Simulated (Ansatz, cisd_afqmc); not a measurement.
System: H3O, charge 0, doublet.
HTBH set geometry:
```xyz
4

O     -0.3011    -0.1080     0.0000
H     -0.4279     0.8516     0.0000
H      1.0155    -0.1004     0.0000
H      1.8210     0.1132     0.0000
```
Charge 0, spin multiplicity 2.

Total energies in aug-cc-pVDZ, 9 correlated electrons, 1 frozen orbitals. Radicals and triplets start from unrestricted determinants; spin-orbit coupling is neglected. Correlated methods leave the cores frozen. No relativity. AFQMC/CISD: phaseless, guided by CISD from CCSD amplitudes; bars are statistical, one sigma. Outlying blocks are dropped, and bars are widened where a walk drifts. Over all cases where full CI ran beside it in this data, AFQMC minus full CI had a median of +0.1 mEh and passed +0.4 mEh in a tenth of the cases. The UHF reference of H3O (saddle point or complex, doublet) is spin-contaminated (<S^2> up to 0.04 over the pure value in the sets run).

```tsv
method	program	energy (Eh)	minus CCSDT(Q) (mEh)
HF	Ansatz	-76.50006	240.85
MP2	Ansatz	-76.71022	30.70
CCSD	Ansatz	-76.73422	6.70
CCSD(T)	Ansatz	-76.73983	1.08
CCSDT(Q)	Ansatz	-76.74091	0.00
AFQMC/CISD	cisd_afqmc	-76.7403 ± 0.0002	0.7 ± 0.2
```

Ansatz is a program for electronic structure.
